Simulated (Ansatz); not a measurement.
Ansatz (an electronic-structure program) input for SiF4, SMILES F[Si](F)(F)F, CAM-B3LYP/def2-SVPD. Coordinates come from a ωB97X-D3(BJ)/def2-SVP optimisation. The isomer is the one that the SMILES or the coordinates give; other isomers of the formula were not compared.

Ansatz 0.2 input:
```yaml
crystal:
  periodic: [false, false, false]
  atoms:
    - {symbol: F, position_ang: [0.91819835, 0.91819836, 0.91819835]}
    - {symbol: Si, position_ang: [0.00000000, 0.00000000, 0.00000000]}
    - {symbol: F, position_ang: [-0.91819835, 0.91819836, -0.91819836]}
    - {symbol: F, position_ang: [-0.91819835, -0.91819835, 0.91819836]}
    - {symbol: F, position_ang: [0.91819835, -0.91819836, -0.91819835]}
basis:
  gaussian:
    orbitals: def2-SVPD
hamiltonian:
  xc: {name: CAM-B3LYP}
```

It prints:

```
WARN ansatz: RAYON_NUM_THREADS=1 ignored (pool sized by the plan → 1); use --threads N
Functional definition: CAM-B3LYP
integrals: 0.05 GiB planned
977 factors; their error is unknown
integrals: 0.08 GiB planned
371 factors; integrals over basis functions are off by at most 2.3e-5 eV
mean field: 0.52 GiB planned
mean field evaluation 1: about -18734.6790 eV, gradient 5.6e1 eV
mean field evaluation 2: about -18732.4572 eV, gradient 7.1e1 eV
mean field evaluation 4: about -18739.4699 eV, gradient 3.0e-1 eV
mean field evaluation 8: about -18739.5754 eV, gradient 3.7e-3 eV
mean field -18739.57542859 eV, -688.6666948604 hartree, gradient 8.7e-5 eV, S^2 0.000000; 0 other end points of the search recorded, 0 dependent functions left out
reference -18739.57555380 eV, -688.6666994615 hartree; 25, 25 occupied and 91, 91 virtual orbitals, 977 factors
Total energy: -18739.57555380 eV, -688.6666994615 hartree
```

The calculation finished and met its thresholds.

Cost: about 2.8 core-seconds (a rough figure).
